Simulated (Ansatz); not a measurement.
A made-up structure of CH6B2, singlet:

B1  (-0.453, 0.534, -0.800)
C2  (0.665, -0.021, -0.143)
B3  (-0.105, -0.425, 0.969)
H4  (-1.443, -0.194, -1.178)
H5  (-0.360, 1.687, -0.929)
H6  (1.637, 0.622, 0.014)
H7  (0.894, -1.033, -0.736)
H8  (0.209, 0.127, 1.944)
H9  (-1.044, -1.296, 0.860)
(Å)

It is relaxed with PBE-D4/def2-SVP and then PBE0-D4/def2-TZVP (Ansatz 0.2.0). Atoms count as bonded within 1.22 times the sum of their covalent radii (H–H: 0.88 Å). The end point is not checked to be a true minimum.

Question: Does its bonding change? (A judgement: the text doesn't fix the answer.)

Answer: The calculation gives: Yes. Formed: none; broken: B1–B3.

Where it ends: The first stage lowers the energy by 1.37 eV in 7 steps. It ends as CH₆B₂ ([BH2][CH2][BH2]):
```xyz
9
angstrom
B -0.4740 0.6422 -1.0144
C 0.6163 -0.0186 -0.1316
B -0.0432 -0.5424 1.1704
H -1.3993 -0.0103 -1.4034
H -0.4203 1.8016 -1.3069
H 1.5151 0.5778 0.0146
H 0.8294 -0.9544 -0.6808
H 0.2806 -0.1245 2.2443
H -0.9046 -1.3715 1.1081
```

Labels in which every atom is bracketed show which atoms are joined, not bond orders.

For scale, one of the runs: PBE0-D4/def2-TZVP relaxation, 129 basis functions, launched by `ansatz run in.yaml --threads 2 --pin off --events-out ev --progress --plain --max-ram 4352MiB`. Hardware: 2 CPU threads of an AMD EPYC, shared host. Wall time about 48 s.
